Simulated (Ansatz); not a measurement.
# BNO (triplet): relaxing a cheap start

Aim: relax a generated start of BNO (triplet) and see which bonds hold.

Program: Ansatz 0.2.0, Gaussian basis. Level of theory: UKS PBE0/def2-TZVP. These are calculated values, not measurements.

## Step 1: Starting geometry

3 atoms, charge 0, spin multiplicity 3.

Atoms are counted from 1 here; the program's logs count them from 0.

Bond lengths: B1–O2 1.223 Å, O2–N3 1.243 Å. Angles: B1–O2–N3 180.0°.

Coordinates:

```xyz
3

B     0.0000    0.0000   -1.2296
O     0.0000    0.0000   -0.0069
N     0.0000    0.0000    1.2364
```

The start was built by rule and, where that kept it together, relaxed with GFN2-xTB. Sticks and bond lists go by distance. 

## Step 2: The run

in.yaml

```yaml
crystal:
  periodic: [false, false, false]
  atoms:
    - {symbol: B, position_ang: [0.000000, 0.000000, -1.229556]}
    - {symbol: O, position_ang: [0.000000, 0.000000, -0.006855]}
    - {symbol: N, position_ang: [0.000000, 0.000000, 1.236411]}
basis:
  gaussian: {orbitals: def2-TZVP}
magnetization: {spin_polarized: true, initial_magnetization: 2}
hamiltonian: {xc: pbe0}
relax: {f_tol: 0.004, max_steps: 80}
```

Run with:

```
$ ansatz run in.yaml --threads 1 --pin off --events-out ev --progress --plain --max-ram 2176MiB
```

Q: Predict the outcome of this session. Wanted: energy gained; shift from the start; total energy; dipole moment; ⟨S²⟩.

As calculated:

```
                  quantity          value
                     steps              6
             energy gained       0.267 eV
shift from the start (rms)        0.056 Å
              total energy  -4204.5200 eV
             dipole moment         1.36 D
                      ⟨S²⟩          2.010
```

What this shows: The bonds of the start are those of the end. B1–O2 went from 1.223 to 1.316 Å. No vibrations were run, so this is a stationary point, not a proven minimum, and this spin need not be the ground state's.
